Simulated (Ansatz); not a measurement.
Gas-phase electronic energies from Ansatz, PBE0-D4/def2-TZVP geometries. CCSD(T)/CBS is the MP2 limit (def2-TZVPP, def2-QZVPP) plus CCSD(T) − MP2 in def2-TZVPP, frozen cores. This one scheme is used for every species. DFT in def2-TZVPP. B3LYP here is the variant with VWN-RPA as its local correlation; programs differ in this. Each species was taken in one conformer, which may not be the lowest.

Consider the formal loss of a carbene: `NC(O)(F)F` → `F[C]F` + `NO`.

```tsv
level	ΔE (kJ/mol)
BHLYP-D4	480.0
B3LYP	445.6
SCS-MP2/def2-TZVPP	469.8
SCS-MP2/def2-QZVPP	471.4
```

(1) What does CCSD(T)/CBS give? (Estimate.)

Largest T1 diagnostic among the species: 0.017.

## Answers

(1) Computed: +464.7 kJ/mol. The listed levels differ from it by 15.3, -19.1, 5.1, 6.7 kJ/mol.

In def2-TZVPP, CCSD(T) changes the Hartree–Fock value by +8.0 kJ/mol (the triples alone add −2.2 kJ/mol) and MP2 by +36.5 kJ/mol. The D4 term adds +9.7 kJ/mol with B3LYP and +5.0 kJ/mol with PBE0; it sums over pairs of atoms, weighted by their polarisabilities, and B3LYP, whose exchange is more repulsive, gets the larger term. At CCSD(T), def2-SVP lies +19.0 kJ/mol from the extrapolated value and def2-TZVPP −3.9 kJ/mol.
